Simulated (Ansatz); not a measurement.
# CH (charge +1): an active-space calculation

With the Ansatz DFT code, driven from Python.

Contents of `ch.xyz`:
```text
2

H     0.00000    0.00000    0.00000
C     0.00000    0.00000    1.13000
```

Notebook, run cell by cell (the value of a cell's last expression is shown):

In [1]:
```python
import warnings

import ansatz as az
```

In [2]:
```python
BASIS = "cc-pVDZ"
CHARGE = 1
```

In [3]:
```python
warnings.simplefilter("ignore", az.DeckWarning)
```

In [4]:
```python
ch = az.Crystal.molecule_from_extxyz("ch.xyz")
```

In [5]:
```python
setup = ch.calculation().basis(gaussian=BASIS).charge(CHARGE).correlation(active_electrons=6, active_orbitals=6)
for method in [None, "sc_nevpt2", "fic_mrcisd_q"]:
    data = (setup if method is None else setup.correlation(method)).run(threads=1).report
    space = data["configurations"]
    state = space["states"][0]
    print(method or "casscf", f"total {data['free_energy_ev'] / 27.211386246:.6f} Ha, active-space state {state['energy']['hartree']:.6f} Ha, mean field {data['reference_energy_ev'] / 27.211386246:.6f} Ha")
    print("  determinants", state["n_determinants"], " natural occupations", [round(n, 3) for n in space["natural_occupations"]])
print("effectively unpaired electrons, sum of min(n, 2 - n):", round(sum(min(n, 2 - n) for n in space["natural_occupations"]), 3))
```
```text
casscf total -37.966142 Ha, active-space state -37.966142 Ha, mean field -37.900770 Ha
  determinants 400  natural occupations [2.0, 1.98, 1.872, 0.064, 0.064, 0.021]
sc_nevpt2 total -37.986210 Ha, active-space state -37.966142 Ha, mean field -37.900770 Ha
  determinants 104  natural occupations [2.0, 1.98, 1.872, 0.064, 0.064, 0.021]
fic_mrcisd_q total -38.002922 Ha, active-space state -37.966142 Ha, mean field -37.900770 Ha
  determinants 104  natural occupations [2.0, 1.98, 1.872, 0.064, 0.064, 0.021]
effectively unpaired electrons, sum of min(n, 2 - n): 0.297
```

Reading the output:
- Total energies depend on the basis set; only differences at equal settings carry meaning.
- The geometry is a force-field or estimated start, not a minimum of this method, and the basis set is short of its limit. The active space starts as a window about the frontier orbitals and is then optimised, not chosen by chemistry.
- The whole script took 1.4 s on 1 thread of Arm Neoverse V1, with other jobs on the host, peak memory 0.15 GiB.
